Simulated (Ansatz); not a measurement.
A made-up structure of BH$_{2}$SO (charge -1), closed shell:

O1  (-0.569, -0.164, 1.428)
B2  (-0.538, -0.328, 0.172)
S3  (0.857, 0.415, -1.002)
H4  (-1.309, -0.942, -0.568)
H5  (-0.274, 0.532, 0.889)
(Å)

It is relaxed with PBE-D4/def2-SVPD and then PBE0-D4/def2-TZVPD (Ansatz 0.2.0). Atoms count as bonded within 1.22 times the sum of their covalent radii (H–H: 0.88 Å). The end point is not checked to be a true minimum.

(1) Does its bonding change? (Judge from chemistry; the calculation decides.)

Answers

(1) By the calculation: Yes. Formed: none; broken: B2–H5.

Where it ends: The first stage lowers the energy by 3.00 eV in 8 steps. It ends as BH₂SO ([OH][BH][S]), total charge -1:
O1  (-0.685, -0.041, 1.239)
B2  (-0.530, -0.322, -0.124)
S3  (0.725, 0.402, -1.120)
H4  (-1.360, -1.117, -0.520)
H5  (0.016, 0.591, 1.444)
(Å)

Labels in which every atom is bracketed show which atoms are joined, not bond orders.

For scale, one of the runs: PBE0-D4/def2-TZVPD relaxation, 141 basis functions, launched by `ansatz run in.yaml --threads 2 --pin off --events-out ev --progress --plain --max-ram 4352MiB`. The run took about 16 s on 2 CPU threads of an Arm Neoverse V1 (shared host).
